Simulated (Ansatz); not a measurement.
**hcp Sc: elastic constant C66 by level of theory**

No measured value is used here.

```json
[
 {"level (code)": "LDA (Ansatz)", "value (GPa)": "36.6", "cell (Å³/atom)": "22.53"},
 {"level (code)": "PBE (Ansatz)", "value (GPa)": "31.5", "cell (Å³/atom)": "24.65"},
 {"level (code)": "PBEsol (Ansatz)", "value (GPa)": "33.9", "cell (Å³/atom)": "23.65"},
 {"level (code)": "r²SCAN (Ansatz)", "value (GPa)": "28.4", "cell (Å³/atom)": "24.92"},
 {"level (code)": "HSE06 (Ansatz)", "value (GPa)": "…", "cell (Å³/atom)": "25.25"}
]
```

Some entries are withheld; supply them.


- HSE06 (Ansatz, a first-principles code), value (GPa): 25.4

HSE06: hybrids on metals are sensitive to the k mesh. Each level is taken at its own relaxed cell. Cutoffs and k meshes differ between the levels. Ansatz's density-functional and Hartree–Fock values are scalar-relativistic unless marked +SOC, with PAW data made under PBE.
